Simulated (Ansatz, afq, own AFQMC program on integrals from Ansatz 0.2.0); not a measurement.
# Si2H5, doublet: AFQMC among the cluster methods

```xyz
7

Si   -1.5681    0.0244    0.0000
H    -2.0630    1.4241    0.0000
H    -2.0630   -0.6755    1.2122
H    -2.0630   -0.6755   -1.2122
H     0.0189    0.0244    0.0000
Si    1.7139    0.0244    0.0000
H     2.1103   -1.4552    0.0000
```

Basis cc-pVDZ. Only valence electrons are correlated. AFQMC by an in-house program on the Cholesky factors that Ansatz 0.2.0 writes for its CCSD(T) run. The CISD trial takes its coefficients from CCSD amplitudes. Released means that phaseless walkers are propagated on without the constraint, phases kept. Error bars are statistical, one sigma.

Determinant: UHF, the one that the program's search chose, which needn't be the lowest solution. The geometry is a point of a scan.

No full CI on the walks' own integrals is used here; CCSDT(Q) serves as the reference and is uncertain by about the last step of the cluster series.

The T1 diagnostic is 0.0192. The weight of the determinant in the CISD state is 0.851 and the ⟨S²⟩ of the determinant is 0.776. The size of the correlated space is 13 electrons in 51 orbitals.

Reference: CCSDT(Q), correlation energy -6.871 eV. The released energy is read at 2.40 1/Eh (meV from the phaseless value at times in 1/Eh: -2 ± 3 at 0.24, -4 ± 3 at 0.51, -4.1 ± 2.4 at 0.99, -10 ± 3 at 1.62, -9 ± 4 at 2.40).

```tsv
level	E − E(reference) (kcal/mol)	share of correlation (%)
HF	158.44	0.00
MP2	37.67	76.22
CCSD	4.69	97.04
CCSD(T)	1.01	99.36
CCSDT	0.14	99.91
ph-AFQMC/HF	-0.21 ± 0.61	100.13
ph-AFQMC/CISD	0.16 ± 0.08	99.90
released AFQMC	-0.04 ± 0.10	100.03
```

A walk keeps the symmetry of its determinant, which the program's search chose and which needn't be the lowest solution, so a lower state of the same spin and another symmetry isn't excluded. Released energies are given only where the last usable release times agree within the noise; a slower fall can still hide under it.
